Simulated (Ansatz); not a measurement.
## AlFH₃P, SMILES [F][AlH][PH2]: a relaxed scan of one distance, step by step

With the Python package of Ansatz (0.2.0).

Notebook, run cell by cell (the value of a cell's last expression is shown):

In [1]:
```python
import ansatz as az
import numpy as np

GEOMETRY = '''
F    -1.78890   -1.07260    0.92720
Al   -0.48440   -0.82670   -0.25220
P     1.25940    0.60320    0.24700
H    -0.42620   -1.59410   -1.64780
H     0.87720    1.60810   -0.71020
H     0.60490    1.21810    1.38990
'''
```

In [2]:
```python
system = az.Crystal.molecule()
for line in GEOMETRY.strip().splitlines():
    symbol, *xyz = line.split()
    system = system.atom(symbol, [float(v) for v in xyz])
```

In [3]:
```python
calc = (
    system.calculation()
    .basis(gaussian='def2-SVP')
    .functional('PBE0')
)
symbols = [site.symbol for site in system.cartesian_sites]
pairs = [(0, 1), (1, 2), (1, 3), (2, 4), (2, 5)]
print('held (A)   E (eV)        ', '  '.join(f'{symbols[i]}{i}-{symbols[j]}{j}' for i, j in pairs))
for length in [2.12, 2.31, 2.49, 2.77, 3.12]:
    rep = calc.relax(constraints=[az.DistanceConstraint((1, 2), at=length)], force_tolerance=0.02, max_steps=60).run(threads=1).report
    xyz = np.array(rep['positions_ang'])
    print(f'{length:6.2f} {rep["free_energy_ev"]:14.5f}  ', '  '.join(f'{np.linalg.norm(xyz[i] - xyz[j]):.3f}' for i, j in pairs))
```
```text
held (A)   E (eV)         F0-Al1  Al1-P2  Al1-H3  P2-H4  P2-H5
DeckWarning: relax.constraints: the input's atoms, or those drawn, lie off the distances that are held; a relaxation that starts there is brought onto them ahead of its first SCF, by positions alone, an atom by 9.48e-2 Å at the most. With the symmetry detection on, the symmetry is detected on the input's atoms as so [...]
  2.12   -18636.65077   1.671  2.120  1.583  1.427  1.426
  2.31   -18636.91370   1.669  2.310  1.581  1.430  1.429
  2.49   -18636.78965   1.667  2.490  1.580  1.432  1.431
  2.77   -18636.28068   1.665  2.770  1.580  1.434  1.433
  3.12   -18635.49766   1.663  3.120  1.583  1.434  1.433
```

The settings weren't tested for convergence. Warnings are shown shortened and without file and line. The energies are electronic: no zero-point or thermal terms, and the basis set is short of its limit. Finished in 85 s on 1 thread of Arm Neoverse V2, with other jobs on the host, peak memory 0.21 GiB.
